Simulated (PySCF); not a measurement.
**How well do the runs reproduce experiment for C2H3N?**

**Experimental background.**

From NIST CCCBDB Release 22 (SRD 101), experimental dipoles, for the gas: dipole moment (microwave Stark effect, vibrational ground state) 3.919 ± 0.002 D.

The results are set against them at the end.

Compound: C2H3N.
Numbering: `[CH3:1][C:2]#[N:3]` (hydrogens: H4, H5, H6 on C1)

Structure used (PBE0-D3(BJ)/def2-SVP), in Å, numbered top down from 1:
```xyz
6
C2H3N angstrom
C     -0.545   -0.187   -0.095
C      0.907   -0.179   -0.115
N      2.064   -0.175   -0.136
H     -0.934   -0.787   -0.930
H     -0.911   -0.617    0.848
H     -0.933    0.838   -0.188
```

Runs made with PySCF (gas phase, on this PBE0-D3(BJ)/def2-SVP geometry; no spin–orbit coupling):

```csv
level,job,basis functions,wall time
"PBE0-D3(BJ)/def2-SVP, grid level 1",geometry optimisation from a GFN2-xTB start shaken at random,57,2.9 s
```

Hardware: one thread, Arm Neoverse V1 (aarch64), no GPU, on a shared host.

Results beside the measurements:

**Dipole moment.** Measured: 3.919 D (NIST CCCBDB Release 22 (SRD 101), experimental dipoles).

```json
{"level": "PBE0-D3(BJ)/def2-SVP", "computed (D)": "3.828", "computed − measured (D)": "-0.091", "% (from the printed values)": "-2"}
```

The computed dipoles belong to one fixed geometry; measured ones are averaged over vibrations unless marked μe. Magnitudes are compared, not signs.

The geometry is computed, not the measured one. Where a level misses, the cause wasn't examined.
